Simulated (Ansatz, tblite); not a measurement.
**The cluster Al2Te2: removing and adding an electron**

What does removing or adding an electron cost or gain for the cluster Al2Te2? Each charged state is run at several levels.

Computed with Ansatz 0.2.0, Gaussian basis. Level: as each input shows.

The runs, in order: charge +1 doublet, at the geometry of the singlet (PBE0-D4/def2-TZVP, PBE-D4/def2-TZVP, r2SCAN-D4/def2-TZVP); charge -1 doublet, at the geometry of the singlet (PBE0-D4/def2-TZVPD, PBE-D4/def2-TZVPD, r2SCAN-D4/def2-TZVPD); the starting singlet's energies come from earlier runs.

2 further runs of the same task are left out: 2 set aside as unsound or not needed. Runs told in other sessions of the task aren't counted.

## 1. The relaxed structure

The singlet was relaxed beforehand with B3LYP-D4/def2-SVP. At that level it is the lowest of the isomers that a small search found.

4 atoms, charge 0, spin multiplicity 1.

Atoms are counted from 1 here; the program's logs count them from 0.

Bond lengths: Al1–Te3 2.583 Å, Al1–Te4 2.582 Å, Al2–Te3 2.583 Å, Al2–Te4 2.583 Å. Angles: Te3–Al1–Te4 103.5°, Te3–Al2–Te4 103.5°, Al1–Te3–Al2 76.5°, Al1–Te4–Al2 76.5°.

Geometry (Å):

```xyz
4
Al2Te2
Al   -0.5137   -1.1051    1.0347
Al    0.5110    1.1058   -1.0358
Te   -0.1349    1.4163    1.4458
Te    0.1376   -1.4170   -1.4447
```

Te takes a core potential in the def2 sets. No spin-orbit coupling is included.

## 2. Charge +1 doublet at the fixed geometry, PBE0-D4/def2-TZVP

in.yaml reads:

```yaml
crystal:
  periodic: [false, false, false]
  atoms:
    - {symbol: Al, position_ang: [-0.513720, -1.105138, 1.034657]}
    - {symbol: Al, position_ang: [0.510997, 1.105850, -1.035807]}
    - {symbol: Te, position_ang: [-0.134913, 1.416279, 1.445826]}
    - {symbol: Te, position_ang: [0.137636, -1.416991, -1.444676]}
basis:
  gaussian: {orbitals: def2-TZVP}
total_charge: 1
magnetization: {spin_polarized: true, initial_magnetization: 1}
hamiltonian: {xc: pbe0, dispersion: d4}
scf: {omitted_lower_state_checks: [starts]}
output: {orbitals: {seedname: orbitals}}
```

Command:

```sh
$ ansatz run in.yaml --threads 4 --pin off --events-out ev --progress --plain --max-ram 4787MiB
```

What it wrote:

```text
Functional definition: PBE0
  name "PBE0"
  cite "Adamo & Barone, J. Chem. Phys. 110, 6158 (1999) doi:10.1063/1.478522"
  cite "Perdew, Burke & Ernzerhof, Phys. Rev. Lett. 77, 3865 (1996) doi:10.1103/PhysRevLett.77.3865"
  parent pbe
  parameter a = 0.25
  parameter kappa = 0.804
  parameter beta = 0.06672455060314922
  exchange = (1 - a)*pbe_x(kappa = kappa, mu = beta*pi^2/3) + a*exact_x
  correlation = pbe_c(beta = beta)
these checks for a lower state are left out or cut short: starts
1434 factors; their error is unknown
mean field evaluation 1: about -27767.4770 eV, gradient 2.2e1 eV
mean field evaluation 2: about -27766.8069 eV, gradient 2.9e1 eV
mean field evaluation 4: about -27770.6760 eV, gradient 2.8e-1 eV
mean field evaluation 8: about -27770.9832 eV, gradient 1.5e-1 eV
mean field evaluation 16: about -27770.9834 eV, gradient 3.4e-4 eV
mean field -27770.98336941 eV, -1020.5648149771 hartree, gradient 4.4e-5 eV, S^2 0.775025; 0 other end points of the search recorded, 0 dependent functions left out
reference -27770.98339698 eV, -1020.5648159905 hartree; 37, 36 occupied and 137, 138 virtual orbitals, 1434 factors
Total energy: -27771.19467866 eV, -1020.5725804488 hartree
Checks for a lower state left out: starts
```

Wall time 5.5 s (4 threads of Arm Neoverse V1, shared host); peak memory 0.68 GiB.

From the report: HOMO -10.95 eV, LUMO -8.83 eV (over both spins); ⟨S²⟩ 0.775 (pure: 0.75).

## 3. Charge +1 doublet at the fixed geometry, PBE-D4/def2-TZVP

start.molden holds the orbitals of an earlier run on this state, given as this run's starting guess.

in.yaml, as its differences from that of step 2:

```diff
@@ -8,6 +8,6 @@
 basis:
-  gaussian: {orbitals: def2-TZVP}
+  gaussian: {orbitals: def2-TZVP, initial_orbitals: start.molden}
 total_charge: 1
 magnetization: {spin_polarized: true, initial_magnetization: 1}
-hamiltonian: {xc: pbe0, dispersion: d4}
+hamiltonian: {xc: pbe, dispersion: d4}
 scf: {omitted_lower_state_checks: [starts]}
```

Same command.

What it wrote:

```text
Functional definition: PBE
  name "PBE"
  cite "Perdew, Burke & Ernzerhof, Phys. Rev. Lett. 77, 3865 (1996) doi:10.1103/PhysRevLett.77.3865"
  parent pbe
  parameter kappa = 0.804
  parameter beta = 0.06672455060314922
  exchange = pbe_x(kappa = kappa, mu = beta*pi^2/3)
  correlation = pbe_c(beta = beta)
these checks for a lower state are left out or cut short: starts
1290 factors; their error is unknown
mean field evaluation 1: about -27769.1756 eV, gradient 7.4e0 eV
mean field evaluation 2: about -27769.2810 eV, gradient 1.6e-1 eV
mean field evaluation 4: about -27769.0259 eV, gradient 2.3e-3 eV
mean field evaluation 8: about -27769.0259 eV, gradient 4.7e-5 eV
mean field -27769.02589493 eV, -1020.4928791171 hartree, gradient 5.7e-6 eV, S^2 0.762795; 0 other end points of the search recorded, 0 dependent functions left out
reference -27769.02593135 eV, -1020.4928804554 hartree; 37, 36 occupied and 137, 138 virtual orbitals, 1290 factors
Total energy: -27769.27186275 eV, -1020.5019182675 hartree
Checks for a lower state left out: starts
```

Wall time 3.5 s (4 threads of Arm Neoverse V1, shared host).

Report: HOMO -10.04 eV, LUMO -9.54 eV (over both spins); ⟨S²⟩ 0.763 (pure: 0.75).

## 4. Charge +1 doublet at the fixed geometry, r2SCAN-D4/def2-TZVP

in.yaml, as its differences from that of step 3:

```diff
@@ -11,3 +11,3 @@
 magnetization: {spin_polarized: true, initial_magnetization: 1}
-hamiltonian: {xc: pbe, dispersion: d4}
+hamiltonian: {xc: r2scan, dispersion: d4}
 scf: {omitted_lower_state_checks: [starts]}
```

Same command.

What it wrote:

```text
Functional definition: r2SCAN
  name "r2SCAN"
  cite "Furness, Kaplan, Ning, Perdew & Sun, J. Phys. Chem. Lett. 11, 8208 (2020) doi:10.1021/acs.jpclett.0c02405"
  cite "Furness, Kaplan, Ning, Perdew & Sun, J. Phys. Chem. Lett. 11, 9248 (2020) doi:10.1021/acs.jpclett.0c03077"
  parent r2scan
  parameter k0 = 0.174
  parameter k1 = 0.065
  parameter a1 = 4.9479
  exchange = r2scan_x(k0 = k0, k1 = k1, a1 = a1)
  correlation = r2scan_c
these checks for a lower state are left out or cut short: starts
1290 factors; their error is unknown
mean field evaluation 1: about -27781.0297 eV, gradient 5.4e0 eV
mean field evaluation 2: about -27781.0821 eV, gradient 8.3e-2 eV
mean field evaluation 4: about -27780.8257 eV, gradient 1.2e-3 eV
mean field -27780.82568301 eV, -1020.9265133306 hartree, gradient 3.8e-5 eV, S^2 0.784973; 0 other end points of the search recorded, 0 dependent functions left out
reference -27780.82570035 eV, -1020.9265139680 hartree; 37, 36 occupied and 137, 138 virtual orbitals, 1290 factors
Total energy: -27780.86882209 eV, -1020.9280986626 hartree
Checks for a lower state left out: starts
```

Run time: 9 s. Hardware: 4 threads of Arm Neoverse V1, shared host.

From the report: HOMO -10.24 eV, LUMO -9.21 eV (over both spins); ⟨S²⟩ 0.785 (pure: 0.75).

## 5. Vertical ionisation energy

Charged state less starting state, singlet to doublet; the starting state's energies are those of its earlier runs.

| level | vertical ionisation energy (eV) | time |
| --- | --- | --- |
| PBE-D4/def2-TZVP | +7.43 | 5.4 s |
| r2SCAN-D4/def2-TZVP | +7.37 | 13 s |
| PBE0-D4/def2-TZVP | +7.40 | 8.7 s |

Times add the two runs; a level without a time comes out of a correlated run.

Beside −ε(HOMO) of the starting state:

| level | −ε(HOMO) (eV) | by difference (eV) | mismatch (eV) |
| --- | --- | --- | --- |
| PBE-D4/def2-TZVP | 5.26 | 7.43 | -2.17 |
| r2SCAN-D4/def2-TZVP | 5.41 | 7.37 | -1.96 |
| PBE0-D4/def2-TZVP | 5.91 | 7.40 | -1.49 |

## 6. Charge -1 doublet at the fixed geometry, PBE0-D4/def2-TZVPD

in.yaml, as its differences from that of step 4:

```diff
@@ -8,6 +8,6 @@
 basis:
-  gaussian: {orbitals: def2-TZVP, initial_orbitals: start.molden}
-total_charge: 1
+  gaussian: {orbitals: def2-TZVPD}
+total_charge: -1
 magnetization: {spin_polarized: true, initial_magnetization: 1}
-hamiltonian: {xc: r2scan, dispersion: d4}
+hamiltonian: {xc: pbe0, dispersion: d4}
 scf: {omitted_lower_state_checks: [starts]}
```

Launched as before.

What it wrote (excerpt; [...] marks lines left out):

```text
Functional definition: PBE0
  name "PBE0"
  cite "Adamo & Barone, J. Chem. Phys. 110, 6158 (1999) doi:10.1063/1.478522"
  cite "Perdew, Burke & Ernzerhof, Phys. Rev. Lett. 77, 3865 (1996) doi:10.1103/PhysRevLett.77.3865"
  parent pbe
[...]
1542 factors; their error is unknown
[...]
mean field -27780.55686977 eV, -1020.9166346263 hartree, gradient 6.4e-5 eV, S^2 0.760623; 0 other end points of the search recorded, 0 dependent functions left out
reference -27780.55690858 eV, -1020.9166360527 hartree; 38, 37 occupied and 166, 167 virtual orbitals, 1542 factors
Total energy: -27780.79173571 eV, -1020.9252657906 hartree
Checks for a lower state left out: starts
```

Wall time 9.5 s (4 threads of Arm Neoverse V1, shared host); peak memory 0.92 GiB.

Report: HOMO -0.70 eV, LUMO 1.12 eV (over both spins); ⟨S²⟩ 0.761 (pure: 0.75).

## 7. Charge -1 doublet at the fixed geometry, PBE-D4/def2-TZVPD

in.yaml, as its differences from that of step 6:

```diff
@@ -8,6 +8,6 @@
 basis:
-  gaussian: {orbitals: def2-TZVPD}
+  gaussian: {orbitals: def2-TZVPD, initial_orbitals: start.molden}
 total_charge: -1
 magnetization: {spin_polarized: true, initial_magnetization: 1}
-hamiltonian: {xc: pbe0, dispersion: d4}
+hamiltonian: {xc: pbe, dispersion: d4}
 scf: {omitted_lower_state_checks: [starts]}
```

Same command.

What it wrote:

```text
Functional definition: PBE
  name "PBE"
  cite "Perdew, Burke & Ernzerhof, Phys. Rev. Lett. 77, 3865 (1996) doi:10.1103/PhysRevLett.77.3865"
  parent pbe
  parameter kappa = 0.804
  parameter beta = 0.06672455060314922
  exchange = pbe_x(kappa = kappa, mu = beta*pi^2/3)
  correlation = pbe_c(beta = beta)
these checks for a lower state are left out or cut short: starts
1426 factors; their error is unknown
mean field evaluation 1: about -27778.3668 eV, gradient 7.2e0 eV
mean field evaluation 2: about -27778.4637 eV, gradient 1.5e-1 eV
mean field evaluation 4: about -27778.4558 eV, gradient 1.3e-3 eV
mean field -27778.45575598 eV, -1020.8394201188 hartree, gradient 2.7e-5 eV, S^2 0.754496; 0 other end points of the search recorded, 0 dependent functions left out
reference -27778.45580559 eV, -1020.8394219419 hartree; 38, 37 occupied and 166, 167 virtual orbitals, 1426 factors
Total energy: -27778.72910368 eV, -1020.8494654614 hartree
Checks for a lower state left out: starts
```

Run time: 6 s. Hardware: 4 threads of Arm Neoverse V1, shared host.

Report: HOMO 0.08 eV, LUMO 0.60 eV (over both spins); ⟨S²⟩ 0.754 (pure: 0.75). Doubts: highest occupied level lies above zero.

## 8. Charge -1 doublet at the fixed geometry, r2SCAN-D4/def2-TZVPD

in.yaml, as its differences from that of step 7:

```diff
@@ -11,3 +11,3 @@
 magnetization: {spin_polarized: true, initial_magnetization: 1}
-hamiltonian: {xc: pbe, dispersion: d4}
+hamiltonian: {xc: r2scan, dispersion: d4}
 scf: {omitted_lower_state_checks: [starts]}
```

Same command.

What it wrote:

```text
Functional definition: r2SCAN
  name "r2SCAN"
  cite "Furness, Kaplan, Ning, Perdew & Sun, J. Phys. Chem. Lett. 11, 8208 (2020) doi:10.1021/acs.jpclett.0c02405"
  cite "Furness, Kaplan, Ning, Perdew & Sun, J. Phys. Chem. Lett. 11, 9248 (2020) doi:10.1021/acs.jpclett.0c03077"
  parent r2scan
  parameter k0 = 0.174
  parameter k1 = 0.065
  parameter a1 = 4.9479
  exchange = r2scan_x(k0 = k0, k1 = k1, a1 = a1)
  correlation = r2scan_c
these checks for a lower state are left out or cut short: starts
1426 factors; their error is unknown
mean field evaluation 1: about -27790.2930 eV, gradient 5.1e0 eV
mean field evaluation 2: about -27790.3376 eV, gradient 7.4e-2 eV
mean field evaluation 4: about -27790.3297 eV, gradient 2.2e-4 eV
mean field -27790.32965963 eV, -1021.2757780292 hartree, gradient 2.2e-5 eV, S^2 0.762710; 0 other end points of the search recorded, 0 dependent functions left out
reference -27790.32970195 eV, -1021.2757795845 hartree; 38, 37 occupied and 166, 167 virtual orbitals, 1426 factors
Total energy: -27790.37764474 eV, -1021.2775414497 hartree
Checks for a lower state left out: starts
```

Wall time 13 s (4 threads of Arm Neoverse V1, shared host).

HOMO -0.12 eV, LUMO 0.75 eV (over both spins); ⟨S²⟩ 0.763 (pure: 0.75).

## 9. Vertical electron affinity

Starting state less charged state (positive: the electron is bound), singlet to doublet; the starting state's energies are those of its earlier runs.

| level | vertical electron affinity (eV) | time |
| --- | --- | --- |
| PBE-D4/def2-TZVPD | +2.01 | 8.8 s |
| r2SCAN-D4/def2-TZVPD | +2.12 | 19 s |
| PBE0-D4/def2-TZVPD | +2.18 | 13 s |

Times add the two runs; a level without a time comes out of a correlated run.

Beside −ε(LUMO) of the starting state:

| level | −ε(LUMO) (eV) | by difference (eV) | mismatch (eV) |
| --- | --- | --- | --- |
| PBE-D4/def2-TZVPD | 4.12 | 2.01 | +2.11 |
| r2SCAN-D4/def2-TZVPD | 4.13 | 2.12 | +2.01 |
| PBE0-D4/def2-TZVPD | 3.66 | 2.18 | +1.48 |

## 10. Summary of results

```
                                             quantity                                 value
 vertical ionisation energy, functionals in def2-TZVP  7.37 (r2SCAN-D4) to 7.43 eV (PBE-D4)
vertical electron affinity, functionals in def2-TZVPD    2.01 (PBE-D4) to 2.18 eV (PBE0-D4)
```

**Reading.** The vertical ionisation energy spans 7.37 to 7.43 eV over the functionals. −ε(HOMO) misses the level's own difference by -1.49 eV at best (PBE0-D4) and -2.17 eV at worst (PBE-D4). The vertical electron affinity spans 2.01 to 2.18 eV over the functionals. −ε(LUMO) misses the level's own difference by +1.48 eV at best (PBE0-D4) and +2.11 eV at worst (PBE-D4).

The anion's highest level is positive in at least one run, so there the basis alone may hold the extra electron.
